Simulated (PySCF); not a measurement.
Species: C4H5P.
InChI=1S/C4H5P/c1-2-5-3-4-5/h2-4H,1H2

Computed with PySCF at B3LYP/def2-SVPD, non-relativistic, on one gas-phase PBE0-D3(BJ)/def2-SVP geometry that isn't relaxed in the solvent. The solvent is an IEF-PCM continuum (Bondi radii, 1.10 Å for H, scaled by 1.2), and excitations are vertical TDDFT with non-equilibrium linear response and a frozen core. The model holds no explicit solvent molecules, cavitation or dispersion.

Gas-phase singlets (H = HOMO, L = LUMO):

```
state  E (eV)  λ (nm)      f             leading configurations
   S1   4.453     278  0.005                            H→L 98%
   S2   5.080     244  0.000                          H→L+1 98%
   S3   5.121     242  0.042             H-1→L 73%, H-1→L+1 20%
   S4   6.083     204  0.157  H-1→L+1 66%, H→L+2 16%, H-1→L 11%
   S5   6.411     193  0.004               H→L+3 68%, H-3→L 25%
```

Question: What are the lowest 5 singlets in benzene (ε = 2.271)?

Answer: 
```tsv
state	E (eV)	λ (nm)	f	leading configurations	change by rank (eV)
S1	4.493	276	0.007	H→L 98%	+0.040
S2	5.095	243	0.001	H→L+1 97%	+0.015
S3	5.105	243	0.074	H-1→L 76%, H-1→L+1 18%	-0.016
S4	6.021	206	0.276	H-1→L+1 75%, H-1→L 12%, H→L+2 8%	-0.062
S5	6.405	194	0.005	H→L+3 65%, H-3→L 29%	-0.006
```

Question: The ground-state energy changes by -0.052 eV from gas to benzene. By how much does the total energy of gas-phase S1 change?

Answer: E(S1) = E(S0) + excitation energy, so it changes by -0.052 + 0.040 = -0.012 eV: it is lowered less than the ground state, which is what a blue shift means. This is the vertical state, with the slow part of the continuum still set for S0.

Question: How do the frontier levels move from gas to benzene?

Answer: 
```
orbital  gas (eV)  solvent (eV)  change (eV)
 LUMO+2      0.73          0.77        +0.04
 LUMO+1     -0.36         -0.32        +0.04
   LUMO     -1.07         -1.03        +0.04
   HOMO     -6.55         -6.56        -0.01
 HOMO-1     -7.05         -7.02        +0.03
 HOMO-2     -8.75         -8.73        +0.02
 HOMO-3     -8.83         -8.80        +0.03
```

The HOMO–LUMO gap goes from 5.48 to 5.53 eV.

Hardware: one thread of an AMD EPYC 7R43, shared host with 256 logical CPUs at a one-minute load of 85. Cost: 10 s wall, 0.68 GiB resident at most. This is the whole response run at B3LYP/def2-SVPD in benzene, SCF included.

Shape of the structure used: `[CH2:1]=[CH:2][P:3]1[CH:4]=[CH:5]1`: C1–C2–P3–C4 -159°.
